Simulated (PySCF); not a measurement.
Species: C3H5N.
Structure used (PBE0-D3(BJ)/def2-SVP), in Å, numbered top down from 1:
```
atom  x, y, z in Å
C1    -1.1723   -0.0975    0.0820
C2     0.2687   -0.3496   -0.0612
N3     1.0971   -1.2872   -0.1198
C4     1.6253    0.1326   -0.2147
H5    -1.7260   -1.0434    0.1627
H6    -1.3601    0.5155    0.9771
H7    -1.5432    0.4730   -0.7835
H8     2.1916    0.5105    0.6474
H9     2.0021    0.4583   -1.1938
```

Computed at PBE0/pcSseg-1 (PySCF, non-relativistic), with Q(14N) = 0.02044 b: N3, 14N (I = 1): χzz = -3.493 MHz, η = 0.267.

(1) Find the zero-field quadrupole resonance frequencies of 14N at N3.

Answers

(1) From ν± = (3/4)|χ|(1 ± η/3) and ν0 = |χ|η/2: ν+ 2.854 MHz, ν− 2.386 MHz, ν0 0.467 MHz (C=N nitrogen).

In a crystal, neighbours and librations shift these lines. Isolated species at its PBE0-D3(BJ)/def2-SVP geometry, gas phase. A larger basis could move these couplings by a tenth or more.

These values come from a run that also computed NMR shieldings. Time: 5.6 s wall. Hardware: an x86-64 server with one thread, shared host.
